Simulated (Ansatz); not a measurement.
H₃OPS (`OPS`). The species carries charge 0 and has multiplicity 1. The structure was optimised at the PBE0-D4/def2-TZVP level. It is one conformer, not always the lowest.

```xyz
6

O    -0.465    0.011   -1.392
P     0.657    0.209   -0.203
S    -0.194   -0.626    1.540
H    -0.904    0.846   -1.577
H     1.341   -0.996   -0.498
H    -0.434    0.556    2.130
```

Question: What is the dipole moment at PBE/def2-TZVPP? (Estimate.)

Answer: Computed: 1.67 D, with components (-0.38, 1.60, -0.30) D in this frame, pointing from negative to positive charge.

Question: And with r2SCAN, B3LYP, ωB97M-V? (An estimate is asked.)

Answer: Computed: r2SCAN 1.71 D, B3LYP 1.72 D, ωB97M-V 1.75 D.

Question: Give the Mulliken charges with PBE, ωB97M-V, B3LYP in def2-TZVPP. (Best estimate.)

Answer: Ansatz gave: 
```json
{"atom": "O1", "PBE": "-0.30", "ωB97M-V": "-0.33", "B3LYP": "-0.35"}
{"atom": "P2", "PBE": "0.15", "ωB97M-V": "0.18", "B3LYP": "0.23"}
{"atom": "S3", "PBE": "-0.20", "ωB97M-V": "-0.21", "B3LYP": "-0.21"}
{"atom": "H4", "PBE": "0.19", "ωB97M-V": "0.18", "B3LYP": "0.19"}
{"atom": "H5", "PBE": "0.04", "ωB97M-V": "0.06", "B3LYP": "0.03"}
{"atom": "H6", "PBE": "0.12", "ωB97M-V": "0.11", "B3LYP": "0.11"}
```

B3LYP here is the variant with VWN-RPA as its local correlation; programs differ in this.
